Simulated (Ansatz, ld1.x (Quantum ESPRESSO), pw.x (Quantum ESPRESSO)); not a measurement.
# Cu: does the RRKJ potential hold in the solid?

Cu (Z = 29), norm-conserving RRKJ (Kleinman–Bylander form), made with ld1.x (Quantum ESPRESSO) 7.5 (PBEsol, scalar-relativistic). Core [Ar], reference 3d9 4s2 4p0. Waves: 4p (bound, empty): rc 3.12 bohr; 3d (bound): rc 1.78 bohr; 4s (bound): rc 2.40 bohr. Local part: the s channel. Core correction: Bessel-smoothed model core inside 0.85 bohr. rho0 = 0.02.

Atomic tests: cutoffs needed: 70 Ry and 100 Ry (the cutoffs (Ry, on a coarse ladder) from which the occupation-weighted sum of valence levels, in a spherical-Bessel basis at the reference potential, stays within 10 and 1 mRy of its value at 400 Ry); ghost test: no extra level below or beside the all-electron valence levels (p, d, s, f tested) (spherical-Bessel basis up to 400 Ry, 20 bohr box); configuration tests: 7 of 7 tests not solved or not reliable.

Crystal test: sc Cu in pw.x 7.5, no spin, 14³ k-points, Fermi–Dirac smearing 0.01 Ry, cutoffs 120/480 Ry. The reference is all-electron LAPW (Ansatz 0.2.0) with the same functional, mesh and smearing; V0 and B0 come from Birch–Murnaghan fits to the pressures at five volumes. Errors are pseudo minus all-electron; Δ is the rms difference of the E(V) curves that follow from these fits, minima aligned, over ±6 % about the mean V0. Mesh and smearing are coarse, so the numbers serve the comparison and aren't converged zero-temperature values; the lattice is a test structure that the element need not adopt.

All-electron: a0 = 2.360 Å (V0 = 13.15 Å³/atom), B0 = 123.4 GPa.

How far does the potential miss the all-electron equation of state?

mean pressure error (GPa): +3.14; a0 (Å): 2.379; a0 error (%): +0.81; B0 error (%): -1.7; Δ (meV/atom): 8.7. The largest radius (3.12 bohr) exceeds half the bond length (2.23 bohr), so the spheres overlap, which is one possible source of error among others. This is a poor potential for the solid. Atomic configuration tests: 7 of 7 tests not solved or not reliable.

| V (Å³/atom) | P all-electron (GPa) | P pseudo (GPa) |
| --- | --- | --- |
| 12.499 | 7.05 | 10.90 |
| 12.828 | 3.21 | 6.66 |
| 13.157 | -0.11 | 2.99 |
| 13.486 | -2.96 | -0.17 |
| 13.815 | -5.42 | -2.91 |

At the middle volume, how do free energy and pressure move when the wave cutoff is lowered (ecutrho kept at four times it)?

| cutoff (Ry) | shift of F (meV/atom) | shift of P (GPa) |
| --- | --- | --- |
| 54 | +312.1 | -37.68 |
| 72 | +84.5 | -5.51 |
| 96 | +11.5 | -0.04 |

The run at the middle volume (120 k-points, 7 iterations) took about 18 s on one core of a shared host (Neoverse-V1, 32 threads, 247 GiB, load 15).
